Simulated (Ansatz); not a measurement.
CH₄O₃, SMILES OC(O)O, a ladder of methods at one geometry

Computed with Ansatz's Python interface.

The cells in order, each with its output:

In [1]:
```python
from dataclasses import dataclass

import ansatz as az
```

In [2]:
```python
@dataclass
class Options:
    basis: str = "cc-pVDZ"
```

In [3]:
```python
opts = Options()
```

In [4]:
```python
geometry_ang = [
    ("O", (-1.0716, 0.4028, -0.7508)),
    ("C", (-0.1266, 0.2733, 0.1965)),
    ("O", (1.0631, 0.776, -0.2778)),
    ("O", (0.1092, -1.0784, 0.4546)),
    ("H", (-0.7743, -0.0342, -1.5516)),
    ("H", (-0.4042, 0.8272, 1.1083)),
    ("H", (1.5708, -0.0213, -0.5838)),
    ("H", (-0.2743, -1.2026, 1.3488)),
]
ch4o3 = az.Crystal.molecule()
for symbol, xyz in geometry_ang:
    ch4o3 = ch4o3.atom(symbol, xyz)
```

In [5]:
```python
calculation = ch4o3.calculation().basis(gaussian=opts.basis)
```

In [6]:
```python
methods = ["mp2", "ccsd", "ccsd_t"]
reports = [calculation.correlation(m).run(threads=1, backend="cpu").report for m in methods]
print(f"Hartree-Fock reference {reports[0]['reference_energy_ev'] / 27.211386246:.6f} Ha")
best = reports[-1]["free_energy_ev"] - reports[-1]["reference_energy_ev"]
for method, each in zip(methods, reports):
    gained = each["free_energy_ev"] - each["reference_energy_ev"]
    print(f"{method:8s} total {each['free_energy_ev'] / 27.211386246:.6f} Ha  correlation {gained:9.4f} eV  ({100 * gained / best:.1f} % of the last)")
```
```text
Hartree-Fock reference -264.794945 Ha
mp2      total -265.493960 Ha  correlation  -19.0212 eV  (94.5 % of the last)
ccsd     total -265.517847 Ha  correlation  -19.6712 eV  (97.7 % of the last)
ccsd_t   total -265.534581 Ha  correlation  -20.1265 eV  (100.0 % of the last)
```

Total energies depend on the basis set; only differences at equal settings carry meaning. The geometry is a force-field or estimated start, not a minimum of this method, and the basis set is short of its limit. A lower total doesn't mark the better method: functionals have no common bound, and MP2 and coupled cluster aren't variational. Inner cores stay frozen, so this is valence correlation. It ran for 11 s on 1 thread of Intel(R) Xeon(R) Platinum 8488C (Sapphire Rapids), on a shared host, peak memory 0.3 GiB.

(Lines on the test bed's own set-up are left out of the output.)
